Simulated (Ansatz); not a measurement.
# CH₂Li (doublet): B3LYP, r2SCANh over a scan of the distance C1–Li2, 6-31G

Aim: run CH₂Li (doublet) with these functionals over a scan of the distance C1–Li2, and hold them against the top wave-function level at the same points.

Computed with Ansatz 0.2.0, Gaussian basis. Level: 6-31G, all electrons in the functionals.

To be run: B3LYP, r2SCANh, at 1.556 Å; 1.716 Å; 1.909 Å; 2.140 Å; 2.340 Å; 2.619 Å; 2.984 Å; 3.586 Å; 4.174 Å; 5.153 Å; 6.407 Å.

51 further runs of the same task are left out: 33 for a known fault of the program, 12 that didn't finish, 6 set aside as unsound or not needed. Runs told in other sessions of the task aren't counted.

### Step 1. The geometry

The geometry derives from a PBE0/def2-TZVP stationary point (not a proven minimum). One bond is set to the value named and the two fragments are kept rigid.

4 atoms, charge 0, spin multiplicity 2.

Atoms are counted from 1 here; the program's logs count them from 0.

Bond lengths: C1–Li2 1.909 Å, C1–H3 1.100 Å, C1–H4 1.100 Å. Angles: Li2–C1–H3 127.2°, Li2–C1–H4 127.2°, H3–C1–H4 105.6°.

No dispersion term is added. B3LYP takes the VWN-RPA correlation.

The geometry shown and the zero of energy belong to the point 1.909 Å. The yardstick, FCI, and other wave-function levels (R restricted, U unrestricted, valence and pair active spaces) come from earlier runs.

### Step 2. B3LYP, 1.556 Å

The input, in.yaml:

```yaml
crystal:
  periodic: [false, false, false]
  atoms:
    - {symbol: C, position_ang: [0.000000, 0.000000, 0.451150]}
    - {symbol: Li, position_ang: [0.000000, 0.000000, -1.104850]}
    - {symbol: H, position_ang: [0.000000, 0.876160, 1.116205]}
    - {symbol: H, position_ang: [0.000000, -0.876160, 1.116205]}
basis:
  gaussian: {orbitals: 6-31G}
magnetization: {spin_polarized: true, initial_magnetization: 1}
hamiltonian: {xc: {name: B3LYP}}
```

Command:

```bash
$ ansatz run in.yaml --threads 1 --pin off --events-out ev --progress --plain --max-ram 2393MiB
```

Further steps of the session: B3LYP, 1.716 Å; B3LYP, 1.909 Å; B3LYP, 2.140 Å; B3LYP, 2.340 Å; B3LYP, 2.619 Å; B3LYP, 2.984 Å; B3LYP, 3.586 Å; B3LYP, 4.174 Å; B3LYP, 5.153 Å; B3LYP, 6.407 Å; r2SCANh, 1.556 Å; r2SCANh, 1.716 Å; r2SCANh, 1.909 Å; r2SCANh, 2.140 Å; r2SCANh, 2.340 Å; r2SCANh, 2.619 Å; r2SCANh, 2.984 Å; r2SCANh, 3.586 Å; r2SCANh, 4.174 Å; r2SCANh, 5.153 Å; r2SCANh, 6.407 Å.

**Question.** What will the summary of the whole plan be? Wanted: span of the FCI curve; largest miss, B3LYP; largest miss, r2SCANh.

As calculated:

| quantity | value |
| --- | --- |
| span of the FCI curve | 2.216 eV |
| largest miss, B3LYP | +0.753 eV (6.407 Å) |
| largest miss, r2SCANh | +0.520 eV (6.407 Å) |

**Reading.** Of the functionals, r2SCANh keep the smallest largest miss at the points compared (at most 0.520 eV) and B3LYP strays most (0.753 eV, at 6.407 Å). B3LYP, r2SCANh clearly break the spin symmetry at some points (⟨S²⟩ up to 1.00 above the pure value), so energy there is bought with a mixed spin. Functionals and the yardstick converge differently with the basis, so part of each miss in 6-31G is the basis.
